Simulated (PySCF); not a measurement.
**A scan of SiS⁻ with bad points**

UHF; Si def2-TZVPPD, S def2-TZVPPD; no relativity (PySCF 2.14); doublet, unpaired electrons π ↑ requested.

```
R (Å)  E (eV)  ⟨S²⟩  ⟨Lz²⟩  μ (D)
1.751   1.292  0.77   1.04   2.04
1.832   0.556  0.77   1.04   1.45
1.914   0.160  0.77   1.04   0.85
1.975   0.027  0.78   1.04   0.41
2.036   0.000  0.78   1.04  -0.02
2.097   0.054  0.78   1.04  -0.46
2.179   0.218  0.78   1.04  -1.02
2.280   0.524  0.78   1.04  -1.69
2.402   0.975  0.84   1.05  -2.23
2.565   1.250  1.64   1.04   0.41
```

The run flagged 2.402 Å: there the SCF missed its convergence threshold, so the fit leaves that out.
